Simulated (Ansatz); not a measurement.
Two structures, one formula

Two relaxed structures of SiH₂OF, doublet (PBE0-D4/def2-TZVP; forces vanish, vibrations not checked).

A:

```
atom    x (Å)    y (Å)    z (Å)
  O1  -0.5729   0.0112  -0.3669
 Si2  -0.9607   1.2481  -1.4187
  F3   1.3915  -0.2006   1.4070
  H4  -1.1188  -0.7822  -0.3578
  H5   0.7141  -0.0865   0.7709
```

B:

O1  (-0.615, -0.885, -0.276)
Si2  (0.284, 0.246, 0.493)
F3  (0.207, 1.647, -0.283)
H4  (-1.565, -0.765, -0.338)
H5  (1.689, -0.243, 0.404)
(Å)

Ansatz 0.2.0; basis: def2-TZVPP; cores frozen in the correlated methods; orbitals are unrestricted. B3LYP uses VWN-RPA correlation.

**Question.** Which structure is lower at CCSD(T), and by how much? (Judge from chemistry; the value comes from the calculation.)

**Answer.** Computed: B, by 49.99 kcal/mol (electronic energy, against the other). By their contacts, A is a complex of SiHO ([OH][Si]) + HF and B is SiH₂OF ([OH][SiH][F]).

All methods give the same order:

| method | E(B) − E(A) (kcal/mol) |
| --- | --- |
| PBE-D4 | -50.09 |
| r2SCAN-D4 | -57.63 |
| PBE0-D4 | -52.34 |
| B3LYP-D4 | -50.82 |
| wB97M-V | -50.56 |
| HF | -55.44 |
| MP2 | -54.00 |
| CCSD | -50.25 |
| CCSD(T) | -49.99 |

The T1 diagnostic stays at or below 0.016. ⟨S²⟩ of the unrestricted Hartree–Fock references: 0.75 to 0.78 (a pure state has 0.75).

Labels in which every atom is bracketed show which atoms are joined, not bond orders.

For scale, one of the runs: CCSD(T)/def2-TZVPP, 132 basis functions, launched by `ansatz run in.yaml --threads 2 --pin off --events-out ev --progress --plain --max-ram 4352MiB`. Time: 42 s of wall clock on 2 CPU threads of an Arm Neoverse V2; the host was shared. Peak host memory: 1.5 GiB.
